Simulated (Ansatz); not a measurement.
# C2H9NSi (Si(NMe2)H3): the cost of one run

The runs use Ansatz 0.2.0, Gaussian basis; the settings change from run to run.

## 1. The molecule

The geometry comes from an earlier relaxation with PBE0-D4/def2-SVP; it is a stationary point, not always the lowest conformer.

13 atoms, charge 0, spin multiplicity 1.

Atoms are counted from 1 here; the program's logs count them from 0.

Bond lengths: Si1–N2 1.735 Å, Si1–H11 1.495 Å, Si1–H12 1.495 Å, Si1–H13 1.505 Å, N2–C3 1.441 Å, N2–C4 1.441 Å, C3–H5 1.106 Å, C3–H6 1.101 Å, C3–H7 1.110 Å, C4–H8 1.101 Å, C4–H9 1.110 Å, C4–H10 1.106 Å. Angles: N2–Si1–H11 108.0°, N2–Si1–H12 108.0°, N2–Si1–H13 115.6°, H11–Si1–H12 111.0°, H11–Si1–H13 107.1°, H12–Si1–H13 107.1°, Si1–N2–C3 121.2°, Si1–N2–C4 121.2°, C3–N2–C4 114.3°, N2–C3–H5 110.7°, N2–C3–H6 110.7°, N2–C3–H7 113.2°, H5–C3–H6 107.3°, H5–C3–H7 107.1°, H6–C3–H7 107.5°, N2–C4–H8 110.7°, N2–C4–H9 113.2°, N2–C4–H10 110.7° and more.

## 2. r2SCAN50/aug-cc-pVDZ

This run has charge +1, multiplicity 2.

File in.yaml:

```yaml
crystal:
  periodic: [false, false, false]
  atoms:
    - {symbol: Si, position_ang: [-0.021310, -0.042555, -1.644664]}
    - {symbol: N, position_ang: [0.084002, 0.154511, 0.076037]}
    - {symbol: C, position_ang: [1.081843, -0.541799, 0.847115]}
    - {symbol: C, position_ang: [-1.044544, 0.613825, 0.844498]}
    - {symbol: H, position_ang: [1.448846, 0.091825, 1.676344]}
    - {symbol: H, position_ang: [1.950457, -0.797193, 0.220756]}
    - {symbol: H, position_ang: [0.706153, -1.483674, 1.298196]}
    - {symbol: H, position_ang: [-1.730136, 1.203156, 0.216237]}
    - {symbol: H, position_ang: [-1.631403, -0.213329, 1.295233]}
    - {symbol: H, position_ang: [-0.714118, 1.267265, 1.673728]}
    - {symbol: H, position_ang: [1.368945, -0.066443, -2.192780]}
    - {symbol: H, position_ang: [-0.793381, 1.112483, -2.195715]}
    - {symbol: H, position_ang: [-0.705342, -1.298072, -2.114976]}
basis:
  gaussian: {orbitals: aug-cc-pVDZ}
total_charge: 1
magnetization: {spin_polarized: true, initial_magnetization: 1}
hamiltonian: {xc: {name: r2SCAN50}}
scf: {omitted_lower_state_checks: [starts]}
output: {forces: true}
```

Run with:

```
ansatz run in.yaml --threads 4 --pin off --events-out ev --progress --plain --max-ram 3916MiB
```

What time and memory should one allow on 4 threads of Intel Xeon at 2.50GHz, shared host?

About 17 s, with a peak of 0.74 GiB.
